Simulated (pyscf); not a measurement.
Single points on ωB97X-D3(BJ)/def2-SVP structures (PySCF, gas phase). MP2 and CC: frozen core, UHF for open shells. ΔMP2 is the change of the MP2 total energy from the triple- to the quadruple-zeta basis.

### Question
How much does it cost (ΔH, 298 K, CCSD(T)/def2-TZVPP + ΔMP2(QZVPP)) to split `[CH]#[N]` at its C–H bond into •C≡N + H•?

### Answer
C–H to •C≡N + H•: 127.4 kcal/mol. The radicals are drawn with the spin at the cut bond; how far it spreads was not checked. The CCSD(T) − MP2 part came from Ansatz, without density fitting, on the same reference. An open-shell T1 diagnostic exceeds 0.045. A UHF reference is spin-contaminated (<S²> up to 1.14), which harms MP2 most.
